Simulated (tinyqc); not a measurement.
Geometry optimisation on the RHF/sto-3g surface (energies and gradients from PySCF), for H2F+, spin multiplicity 1, step by step. One step of it, computed by the program tinyqc.

Question. Step 3: move. Quasi-Newton step p = -H^(-1) g (the inverse Hessian comes from BFGS updates; coordinates in the order x, y, z of each atom); steps longer than 0.1 bohr are cut back.

positions after step 2 (bohr), order 1F, 2H, 3H:
```
[[0.041118, -0.000635, -0.034943],
 [-0.044565, 1.601900, 0.861011],
 [0.060139, -1.529455, 0.988069]]
```

gradient (hartree/bohr), order 1F, 2H, 3H:
```
[[-0.00045653, 0.00136283, 0.01224797],
 [0.00006052, 0.00460837, -0.00661204],
 [0.00039601, -0.00597120, -0.00563593]]
```

inverse Hessian in use (bohr^2/hartree):
```
[[1.665872, 0.025178, -0.002426, 0.000900, -0.019973, -0.006142, -0.000105, -0.005206, 0.008568],
 [0.025178, 1.046197, -0.107494, -0.015839, 0.222497, 0.242438, -0.009339, 0.397972, -0.134945],
 [-0.002426, -0.107494, 1.851262, -0.010448, 0.366186, -0.068637, 0.012874, -0.258692, -0.115959],
 [0.000900, -0.015839, -0.010448, 1.666445, -0.003499, 0.010279, -0.000678, 0.019338, 0.000169],
 [-0.019973, 0.222497, 0.366186, -0.003499, 2.018967, -0.262214, 0.023472, -0.574798, -0.103972],
 [-0.006142, 0.242438, -0.068637, 0.010279, -0.262214, 1.632073, -0.004136, 0.019776, 0.103231],
 [-0.000105, -0.009339, 0.012874, -0.000678, 0.023472, -0.004136, 1.667450, -0.014133, -0.008738],
 [-0.005206, 0.397972, -0.258692, 0.019338, -0.574798, 0.019776, -0.014133, 1.843493, 0.238917],
 [0.008568, -0.134945, -0.115959, 0.000169, -0.103972, 0.103231, -0.008738, 0.238917, 1.679395]]
```

Give: positions after step 3.

Answer.

positions after step 3 (bohr), order 1F, 2H, 3H:
```
[[0.042, 0.001, -0.062],
 [-0.044, 1.582, 0.874],
 [0.059, -1.512, 1.002]]
```
